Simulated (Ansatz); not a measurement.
A run of Ansatz (development build ahead of 0.2.0) on doublet NO2 at this shape:

| atom | x (Å) | y (Å) | z (Å) |
| --- | --- | --- | --- |
| N | 0.0000 | 0.0000 | -0.3400 |
| O | 0.0000 | 1.1804 | 0.1487 |
| O | 0.0000 | -1.1804 | 0.1487 |

Its results:

```
Converged                       : yes
Reference energy                : -204.07800 hartree
Correlation energy              : -0.63061 hartree
Total energy                    : -204.70861 hartree
Spin squared of the determinant : 1.243
```

Which input gives this output? Name the method, the orbitals and the basis set, and write the input.

UHF-MP2 in cc-pVTZ.

```yaml
crystal:
  periodic: [false, false, false]
  atoms:
    - { symbol: "N", position_ang: [0.0, 0.0, -0.33998] }
    - { symbol: O, position_ang: [0.0, 1.18036, 0.14874] }
    - { symbol: O, position_ang: [0.0, -1.18036, 0.14874] }
basis:
  gaussian: { orbitals: cc-pVTZ }
magnetization:
  spin_polarized: true
  initial_magnetization: 1
hamiltonian:
  xc: hf
correlation:
  method: mp2
  frozen_orbitals: { "N": 1, O: 1 }
```

Caution: the unrestricted determinant is spin contaminated.
